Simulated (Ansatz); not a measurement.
**BSiHF (quartet): wB97M-V, B2PLYP over vertical spin and charge gaps, def2-QZVPP**

Aim: run BSiHF (quartet) with these functionals over vertical spin and charge gaps, and hold them against the top wave-function level at the same points.

Method: def2-QZVPP, all electrons in the functionals, frozen cores in the correlation of double hybrids and RPA; program: Ansatz 0.2.0, Gaussian basis.

Plan: wB97M-V, B2PLYP, at charge 0, quartet; charge 0, doublet; charge 0, sextet; charge 1, triplet; charge 1, quintet.

## Step 1: The geometry

The geometry is a PBE0/def2-TZVP stationary point (not a proven minimum).

4 atoms, charge 0, spin multiplicity 4.

Atoms are counted from 1 here; the program's logs count them from 0.

Bond lengths: B1–Si2 1.844 Å, Si2–F3 1.594 Å, Si2–H4 1.480 Å. Angles: B1–Si2–F3 125.8°, B1–Si2–H4 130.2°, F3–Si2–H4 104.0°.

No dispersion term is added; wB97M-V holds VV10 nonlocal correlation.

The geometry shown and the zero of energy belong to the point charge 0, quartet. The yardstick, UCCSD(T), and other wave-function levels (R restricted, U unrestricted, valence and pair active spaces) come from earlier runs.

## Step 2: wB97M-V, charge 0, quartet

Contents of in.yaml:

```yaml
crystal:
  periodic: [false, false, false]
  atoms:
    - {symbol: B, position_ang: [0.000000, -0.501036, 1.797314]}
    - {symbol: Si, position_ang: [0.000000, 0.361580, 0.166961]}
    - {symbol: F, position_ang: [0.000000, -0.345292, -1.261620]}
    - {symbol: H, position_ang: [0.000000, 1.807190, -0.149981]}
basis:
  gaussian: {orbitals: "def2-QZVPP.json"}
magnetization: {spin_polarized: true, initial_magnetization: 3}
hamiltonian: {xc: {name: wB97M-V}}
output: {orbitals: {seedname: orbitals}}
```

Launch:

```console
ansatz run in.yaml --threads 1 --pin off --events-out ev --progress --plain --max-ram 2393MiB
```

The log of the run, shortened:

```text
Functional definition: wB97M-V
  name "wB97M-V"
  cite "Mardirossian & Head-Gordon, J. Chem. Phys. 144, 214110 (2016) doi:10.1063/1.4952647"
  cite "Becke, J. Chem. Phys. 107, 8554 (1997) doi:10.1063/1.475007"
  cite "Vydrov & Van Voorhis, J. Chem. Phys. 133, 244103 (2010) doi:10.1063/1.3521275"
  # Of w^i u^j: cxij and so on, Table III.
[...]
  gx(w, u) = 1 - cx + cx01*u + cx10*w
  gss(w, u) = css00 + css04*u^4 + css10*w + css20*w^2 + css43*w^4*u^3
  gos(w, u) = cos00 + cos10*w + (cos20 + cos21*u)*w^2 + (cos60 + cos61*u)*w^6
[...]
      + integral(e_c_pw_mod_opposite_spin*gos(b97_w_opposite, b97_u_opposite)) + vv10(b, c)
799 factors; their error is unknown
181 factors; integrals over basis functions are off by at most 2.0e-5 eV
[...]
mean field -11283.56362083 eV, -414.6633147913 hartree, gradient 4.3e-5 eV, S^2 3.750867; 0 other end points of the search recorded, 0 dependent functions left out
reference -11283.56366840 eV, -414.6633165395 hartree; 16, 13 occupied and 198, 201 virtual orbitals, 799 factors
Total energy: -11283.56366840 eV, -414.6633165395 hartree
```

Run time: 19 s. Hardware: 1 thread of Arm Neoverse V2, shared host; peak memory 0.57 GiB.

From the report: ⟨S²⟩ of the determinant 3.751 (pure quartet: 3.75).

## Step 3: wB97M-V, charge 0, doublet

in.yaml: that of step 2 with these lines changed.

```diff
@@ -9,3 +9,3 @@
   gaussian: {orbitals: "def2-QZVPP.json"}
-magnetization: {spin_polarized: true, initial_magnetization: 3}
+magnetization: {spin_polarized: true, initial_magnetization: 1}
 hamiltonian: {xc: {name: wB97M-V}}
```

Launched as before.

The log of the run, shortened:

```text
Functional definition: wB97M-V
  name "wB97M-V"
  cite "Mardirossian & Head-Gordon, J. Chem. Phys. 144, 214110 (2016) doi:10.1063/1.4952647"
  cite "Becke, J. Chem. Phys. 107, 8554 (1997) doi:10.1063/1.475007"
  cite "Vydrov & Van Voorhis, J. Chem. Phys. 133, 244103 (2010) doi:10.1063/1.3521275"
  # Of w^i u^j: cxij and so on, Table III.
[...]
  gx(w, u) = 1 - cx + cx01*u + cx10*w
  gss(w, u) = css00 + css04*u^4 + css10*w + css20*w^2 + css43*w^4*u^3
  gos(w, u) = cos00 + cos10*w + (cos20 + cos21*u)*w^2 + (cos60 + cos61*u)*w^6
[...]
      + integral(e_c_pw_mod_opposite_spin*gos(b97_w_opposite, b97_u_opposite)) + vv10(b, c)
799 factors; their error is unknown
181 factors; integrals over basis functions are off by at most 2.0e-5 eV
[...]
mean field -11283.31538108 eV, -414.6541921489 hartree, gradient 5.2e-6 eV, S^2 1.152243; 8 other end points of the search recorded, 0 dependent functions left out
reference -11283.31542849 eV, -414.6541938912 hartree; 15, 14 occupied and 199, 200 virtual orbitals, 799 factors
Total energy: -11283.31542849 eV, -414.6541938912 hartree
```

Wall time 2.3 min (1 thread of Arm Neoverse V2, shared host); peak memory 0.81 GiB.

From the report: ⟨S²⟩ of the determinant 1.152 (pure doublet: 0.75).

From charge 0, quartet: +0.248 eV.

## Step 4: wB97M-V, charge 0, sextet

in.yaml: that of step 3 with these lines changed.

```diff
@@ -9,3 +9,3 @@
   gaussian: {orbitals: "def2-QZVPP.json"}
-magnetization: {spin_polarized: true, initial_magnetization: 1}
+magnetization: {spin_polarized: true, initial_magnetization: 5}
 hamiltonian: {xc: {name: wB97M-V}}
```

Launched as before.

The log of the run, shortened:

```text
Functional definition: wB97M-V
  name "wB97M-V"
  cite "Mardirossian & Head-Gordon, J. Chem. Phys. 144, 214110 (2016) doi:10.1063/1.4952647"
  cite "Becke, J. Chem. Phys. 107, 8554 (1997) doi:10.1063/1.475007"
  cite "Vydrov & Van Voorhis, J. Chem. Phys. 133, 244103 (2010) doi:10.1063/1.3521275"
  # Of w^i u^j: cxij and so on, Table III.
[...]
  gx(w, u) = 1 - cx + cx01*u + cx10*w
  gss(w, u) = css00 + css04*u^4 + css10*w + css20*w^2 + css43*w^4*u^3
  gos(w, u) = cos00 + cos10*w + (cos20 + cos21*u)*w^2 + (cos60 + cos61*u)*w^6
[...]
      + integral(e_c_pw_mod_opposite_spin*gos(b97_w_opposite, b97_u_opposite)) + vv10(b, c)
799 factors; their error is unknown
181 factors; integrals over basis functions are off by at most 2.0e-5 eV
[...]
mean field -11276.25002963 eV, -414.3945452722 hartree, gradient 2.9e-5 eV, S^2 8.754552; 1 other end points of the search recorded, 0 dependent functions left out
reference -11276.25007564 eV, -414.3945469631 hartree; 17, 12 occupied and 197, 202 virtual orbitals, 799 factors
Total energy: -11276.25007564 eV, -414.3945469631 hartree
```

Wall time 22 s (1 thread of Arm Neoverse V2, shared host); peak memory 0.57 GiB.

From the report: ⟨S²⟩ of the determinant 8.755 (pure sextet: 8.75).

From charge 0, quartet: +7.314 eV.

## Step 5: wB97M-V, charge 1, triplet

in.yaml: that of step 4 with these lines changed.

```diff
@@ -9,3 +9,4 @@
   gaussian: {orbitals: "def2-QZVPP.json"}
-magnetization: {spin_polarized: true, initial_magnetization: 5}
+total_charge: 1
+magnetization: {spin_polarized: true, initial_magnetization: 2}
 hamiltonian: {xc: {name: wB97M-V}}
```

Launched as before.

The log of the run, shortened:

```text
Functional definition: wB97M-V
  name "wB97M-V"
  cite "Mardirossian & Head-Gordon, J. Chem. Phys. 144, 214110 (2016) doi:10.1063/1.4952647"
  cite "Becke, J. Chem. Phys. 107, 8554 (1997) doi:10.1063/1.475007"
  cite "Vydrov & Van Voorhis, J. Chem. Phys. 133, 244103 (2010) doi:10.1063/1.3521275"
  # Of w^i u^j: cxij and so on, Table III.
[...]
  gx(w, u) = 1 - cx + cx01*u + cx10*w
  gss(w, u) = css00 + css04*u^4 + css10*w + css20*w^2 + css43*w^4*u^3
  gos(w, u) = cos00 + cos10*w + (cos20 + cos21*u)*w^2 + (cos60 + cos61*u)*w^6
[...]
      + integral(e_c_pw_mod_opposite_spin*gos(b97_w_opposite, b97_u_opposite)) + vv10(b, c)
799 factors; their error is unknown
181 factors; integrals over basis functions are off by at most 2.0e-5 eV
[...]
mean field -11275.21917267 eV, -414.3566619777 hartree, gradient 4.1e-6 eV, S^2 2.001067; 1 other end points of the search recorded, 0 dependent functions left out
reference -11275.21921928 eV, -414.3566636905 hartree; 15, 13 occupied and 199, 201 virtual orbitals, 799 factors
Total energy: -11275.21921928 eV, -414.3566636905 hartree
```

It took 42 s on 1 thread of Arm Neoverse V2, shared host; peak memory 0.74 GiB.

From the report: ⟨S²⟩ of the determinant 2.001 (pure triplet: 2.00).

From charge 0, quartet: +8.344 eV.

## Step 6: wB97M-V, charge 1, quintet

in.yaml: that of step 5 with these lines changed.

```diff
@@ -10,3 +10,3 @@
 total_charge: 1
-magnetization: {spin_polarized: true, initial_magnetization: 2}
+magnetization: {spin_polarized: true, initial_magnetization: 4}
 hamiltonian: {xc: {name: wB97M-V}}
```

The command is unchanged.

The log of the run, shortened:

```text
Functional definition: wB97M-V
  name "wB97M-V"
  cite "Mardirossian & Head-Gordon, J. Chem. Phys. 144, 214110 (2016) doi:10.1063/1.4952647"
  cite "Becke, J. Chem. Phys. 107, 8554 (1997) doi:10.1063/1.475007"
  cite "Vydrov & Van Voorhis, J. Chem. Phys. 133, 244103 (2010) doi:10.1063/1.3521275"
  # Of w^i u^j: cxij and so on, Table III.
[...]
  gx(w, u) = 1 - cx + cx01*u + cx10*w
  gss(w, u) = css00 + css04*u^4 + css10*w + css20*w^2 + css43*w^4*u^3
  gos(w, u) = cos00 + cos10*w + (cos20 + cos21*u)*w^2 + (cos60 + cos61*u)*w^6
[...]
      + integral(e_c_pw_mod_opposite_spin*gos(b97_w_opposite, b97_u_opposite)) + vv10(b, c)
799 factors; their error is unknown
181 factors; integrals over basis functions are off by at most 2.0e-5 eV
[...]
mean field -11270.42991157 eV, -414.1806598783 hartree, gradient 4.1e-5 eV, S^2 6.006000; 0 other end points of the search recorded, 0 dependent functions left out
reference -11270.42995945 eV, -414.1806616380 hartree; 16, 12 occupied and 198, 202 virtual orbitals, 799 factors
Total energy: -11270.42995945 eV, -414.1806616380 hartree
```

Wall time 19 s (1 thread of Arm Neoverse V2, shared host); peak memory 0.57 GiB.

From the report: ⟨S²⟩ of the determinant 6.006 (pure quintet: 6.00).

From charge 0, quartet: +13.134 eV.

## Step 7: B2PLYP, charge 0, quartet

in.yaml: that of step 6 with these lines changed.

```diff
@@ -9,5 +9,4 @@
   gaussian: {orbitals: "def2-QZVPP.json"}
-total_charge: 1
-magnetization: {spin_polarized: true, initial_magnetization: 4}
-hamiltonian: {xc: {name: wB97M-V}}
-output: {orbitals: {seedname: orbitals}}
+magnetization: {spin_polarized: true, initial_magnetization: 3}
+hamiltonian: {xc: {name: B2PLYP}}
+correlation: {electrons: outside_noble_gas}
```

Launched as before.

The log of the run, shortened:

```text
Functional definition: B2PLYP
  name "B2PLYP"
  cite "Grimme, J. Chem. Phys. 124, 034108 (2006) doi:10.1063/1.2148954"
  cite "Becke, Phys. Rev. A 38, 3098 (1988) doi:10.1103/PhysRevA.38.3098"
  cite "Lee, Yang & Parr, Phys. Rev. B 37, 785 (1988) doi:10.1103/PhysRevB.37.785"
[...]
1295 factors; integrals over basis functions are off by at most 6.9e-4 eV
[...]
mean field -11276.18713571 eV, -414.3922339632 hartree, gradient 8.0e-6 eV, S^2 3.752624; 0 other end points of the search recorded, 0 dependent functions left out
7 core orbitals not correlated: weight in the atoms' cores, before any rotation towards them, 1.000 or more for the frozen orbitals, at most 0.000 for the correlated occupied ones
reference -11276.18727639 eV, -414.3922391332 hartree; 9, 6 occupied and 198, 201 virtual orbitals, 1295 factors
second order -14.20770051 eV of doubles, -0.00000000 eV of singles
Total energy: -11280.02335553 eV, -414.5332124413 hartree
```

Wall time 12 s (1 thread of Arm Neoverse V2, shared host); peak memory 0.52 GiB.

From the report: ⟨S²⟩ of the determinant 3.753 (pure quartet: 3.75).

## Step 8: B2PLYP, charge 0, doublet

in.yaml: that of step 7 with these lines changed.

```diff
@@ -9,3 +9,3 @@
   gaussian: {orbitals: "def2-QZVPP.json"}
-magnetization: {spin_polarized: true, initial_magnetization: 3}
+magnetization: {spin_polarized: true, initial_magnetization: 1}
 hamiltonian: {xc: {name: B2PLYP}}
```

Launched as before.

The log of the run, shortened:

```text
Functional definition: B2PLYP
  name "B2PLYP"
  cite "Grimme, J. Chem. Phys. 124, 034108 (2006) doi:10.1063/1.2148954"
  cite "Becke, Phys. Rev. A 38, 3098 (1988) doi:10.1103/PhysRevA.38.3098"
  cite "Lee, Yang & Parr, Phys. Rev. B 37, 785 (1988) doi:10.1103/PhysRevB.37.785"
[...]
1295 factors; integrals over basis functions are off by at most 6.9e-4 eV
[...]
mean field -11275.99329049 eV, -414.3851102827 hartree, gradient 3.0e-6 eV, S^2 1.480256; 10 other end points of the search recorded, 0 dependent functions left out
7 core orbitals not correlated: weight in the atoms' cores, before any rotation towards them, 1.000 or more for the frozen orbitals, at most 0.000 for the correlated occupied ones
reference -11275.99343063 eV, -414.3851154328 hartree; 8, 7 occupied and 199, 200 virtual orbitals, 1295 factors
second order -14.32494056 eV of doubles, -0.00000000 eV of singles
Total energy: -11279.86116458 eV, -414.5272520338 hartree
```

It took 62 s on 1 thread of Arm Neoverse V2, shared host; peak memory 0.64 GiB.

From the report: ⟨S²⟩ of the determinant 1.480 (pure doublet: 0.75). The determinant is far from a pure spin state, so its energy mixes those of several spin states (harmless only where they are near-degenerate, as at dissociation).

From charge 0, quartet: +0.162 eV.

## Step 9: B2PLYP, charge 0, sextet

in.yaml: that of step 8 with these lines changed.

```diff
@@ -9,3 +9,3 @@
   gaussian: {orbitals: "def2-QZVPP.json"}
-magnetization: {spin_polarized: true, initial_magnetization: 1}
+magnetization: {spin_polarized: true, initial_magnetization: 5}
 hamiltonian: {xc: {name: B2PLYP}}
```

The command is unchanged.

The log of the run, shortened:

```text
Functional definition: B2PLYP
  name "B2PLYP"
  cite "Grimme, J. Chem. Phys. 124, 034108 (2006) doi:10.1063/1.2148954"
  cite "Becke, Phys. Rev. A 38, 3098 (1988) doi:10.1103/PhysRevA.38.3098"
  cite "Lee, Yang & Parr, Phys. Rev. B 37, 785 (1988) doi:10.1103/PhysRevB.37.785"
[...]
1295 factors; integrals over basis functions are off by at most 6.9e-4 eV
[...]
mean field -11269.05075759 eV, -414.1299769043 hartree, gradient 3.2e-6 eV, S^2 8.759478; 2 other end points of the search recorded, 0 dependent functions left out
7 core orbitals not correlated: weight in the atoms' cores, before any rotation towards them, 1.000 or more for the frozen orbitals, at most 0.000 for the correlated occupied ones
reference -11269.05090050 eV, -414.1299821564 hartree; 10, 5 occupied and 197, 202 virtual orbitals, 1295 factors
second order -13.82282840 eV of doubles, -0.00000000 eV of singles
Total energy: -11272.78306417 eV, -414.2671366414 hartree
```

Run time: 16 s. Hardware: 1 thread of Arm Neoverse V2, shared host; peak memory 0.52 GiB.

From the report: ⟨S²⟩ of the determinant 8.759 (pure sextet: 8.75).

From charge 0, quartet: +7.240 eV.

## Step 10: B2PLYP, charge 1, triplet

in.yaml: that of step 9 with these lines changed.

```diff
@@ -9,3 +9,4 @@
   gaussian: {orbitals: "def2-QZVPP.json"}
-magnetization: {spin_polarized: true, initial_magnetization: 5}
+total_charge: 1
+magnetization: {spin_polarized: true, initial_magnetization: 2}
 hamiltonian: {xc: {name: B2PLYP}}
```

Launched as before.

The log of the run, shortened:

```text
Functional definition: B2PLYP
  name "B2PLYP"
  cite "Grimme, J. Chem. Phys. 124, 034108 (2006) doi:10.1063/1.2148954"
  cite "Becke, Phys. Rev. A 38, 3098 (1988) doi:10.1103/PhysRevA.38.3098"
  cite "Lee, Yang & Parr, Phys. Rev. B 37, 785 (1988) doi:10.1103/PhysRevB.37.785"
[...]
1295 factors; integrals over basis functions are off by at most 6.9e-4 eV
[...]
mean field -11268.10239087 eV, -414.0951250704 hartree, gradient 5.8e-6 eV, S^2 2.003302; 2 other end points of the search recorded, 0 dependent functions left out
7 core orbitals not correlated: weight in the atoms' cores, before any rotation towards them, 1.000 or more for the frozen orbitals, at most 0.000 for the correlated occupied ones
reference -11268.10253067 eV, -414.0951302079 hartree; 8, 6 occupied and 199, 201 virtual orbitals, 1295 factors
second order -13.47574877 eV of doubles, -0.00000000 eV of singles
Total energy: -11271.74098284 eV, -414.2288408588 hartree
```

Wall time 19 s (1 thread of Arm Neoverse V2, shared host); peak memory 0.65 GiB.

From the report: ⟨S²⟩ of the determinant 2.003 (pure triplet: 2.00).

From charge 0, quartet: +8.282 eV.

## Step 11: B2PLYP, charge 1, quintet

in.yaml: that of step 10 with these lines changed.

```diff
@@ -10,3 +10,3 @@
 total_charge: 1
-magnetization: {spin_polarized: true, initial_magnetization: 2}
+magnetization: {spin_polarized: true, initial_magnetization: 4}
 hamiltonian: {xc: {name: B2PLYP}}
```

The command is unchanged.

The log of the run, shortened:

```text
Functional definition: B2PLYP
  name "B2PLYP"
  cite "Grimme, J. Chem. Phys. 124, 034108 (2006) doi:10.1063/1.2148954"
  cite "Becke, Phys. Rev. A 38, 3098 (1988) doi:10.1103/PhysRevA.38.3098"
  cite "Lee, Yang & Parr, Phys. Rev. B 37, 785 (1988) doi:10.1103/PhysRevB.37.785"
[...]
1295 factors; integrals over basis functions are off by at most 6.9e-4 eV
[...]
mean field -11263.29589065 eV, -413.9184894451 hartree, gradient 8.9e-6 eV, S^2 6.013730; 3 other end points of the search recorded, 0 dependent functions left out
7 core orbitals not correlated: weight in the atoms' cores, before any rotation towards them, 1.000 or more for the frozen orbitals, at most 0.000 for the correlated occupied ones
reference -11263.29603096 eV, -413.9184946016 hartree; 9, 5 occupied and 198, 202 virtual orbitals, 1295 factors
second order -13.60168257 eV of doubles, -0.00000000 eV of singles
Total energy: -11266.96848526 eV, -414.0534548076 hartree
```

It took 19 s on 1 thread of Arm Neoverse V2, shared host; peak memory 0.65 GiB.

From the report: ⟨S²⟩ of the determinant 6.014 (pure quintet: 6.00).

From charge 0, quartet: +13.055 eV.

## Step 12: Against the wave-function levels

No level is safe as a reference over these points; UCCSD(T) serves as a yardstick only. It comes from earlier runs at the same points. Energies in eV, counted from charge 0, quartet; blanks weren't run or aren't comparable.

| level | quartet to doublet | quartet to sextet | ionisation to the triplet cation | ionisation to the quintet cation |
| --- | --- | --- | --- | --- |
| UCCSD(T) | 0.288 | 7.160 | 8.433 | 13.147 |
| wB97M-V | 0.248 | 7.314 | 8.344 | 13.134 |
| B2PLYP | 0.162 | 7.240 | 8.282 | 13.055 |

Largest miss and mean time a point (UCCSD(T) took 3 min a point; shared hosts):

| level | largest miss (eV) | where | time a point |
| --- | --- | --- | --- |
| wB97M-V | +0.153 | quartet to sextet | 48 s |
| B2PLYP | -0.151 | ionisation to the triplet cation | 25 s |

## Step 13: Summary of results

```
                                  quantity                                         value
              quartet to doublet, UCCSD(T)                                      0.288 eV
               quartet to sextet, UCCSD(T)                                      7.160 eV
ionisation to the triplet cation, UCCSD(T)                                      8.433 eV
ionisation to the quintet cation, UCCSD(T)                                     13.147 eV
                     largest miss, wB97M-V                 +0.153 eV (quartet to sextet)
                      largest miss, B2PLYP  -0.151 eV (ionisation to the triplet cation)
```

**Reading.** All of them stay within 0.153 eV of the yardstick, too close to rank. wB97M-V, B2PLYP clearly break the spin symmetry at some points (⟨S²⟩ up to 0.73 above the pure value), so energy there is bought with a mixed spin. Functionals and the yardstick converge differently with the basis, so part of each miss in def2-QZVPP is the basis. The yardstick itself may be off where one determinant is a poor start.
